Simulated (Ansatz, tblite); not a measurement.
**Wurtzite GaN: properties by level of theory**

Reference values: lattice constant a 3.189 Å (measured, room temperature, not corrected to a static lattice; as tabulated in Lucero et al. (2012), arXiv:1111.4515); lattice parameter c 5.185 Å (measured, room temperature, no zero-point or thermal correction; as tabulated in Lucero et al. (2012), arXiv:1111.4515).

```tsv
level (code)	equilibrium lattice constant a (Å)	lattice parameter c (Å)
GFN2-xTB (tblite)	3.128	5.158
BLYP (Ansatz)	3.251	5.303
PBE-D3(BJ) (Ansatz)	3.196	5.208
r²SCAN (Ansatz)	3.183	5.184
r²SCAN0 (Ansatz)	3.166	5.147
```

Differences from the reference values (errors of the level alone only where the reference is corrected to a static lattice):

| level | lattice constant a (%) | lattice parameter c (%) |
|---|---|---|
| GFN2-xTB | -1.91 | -0.52 |
| BLYP | +1.94 | +2.28 |
| PBE-D3(BJ) | +0.22 | +0.44 |
| r²SCAN | -0.19 | -0.02 |
| r²SCAN0 | -0.72 | -0.73 |

Nearest: lattice constant a, not ranked (reference at room or unstated temperature); lattice parameter c, not ranked (reference at room or unstated temperature).

Caveats: the method was fitted mainly to molecules (GFN2-xTB); the run uses a supercell at the zone centre in place of a k mesh (GFN2-xTB). Ansatz's density-functional and Hartree–Fock values are scalar-relativistic unless marked +SOC, with PAW data made under PBE.

Differences are worked out from the printed values.

Static lattice: no zero-point or thermal effects.

Ansatz is a quantum-chemistry and plane-wave program.
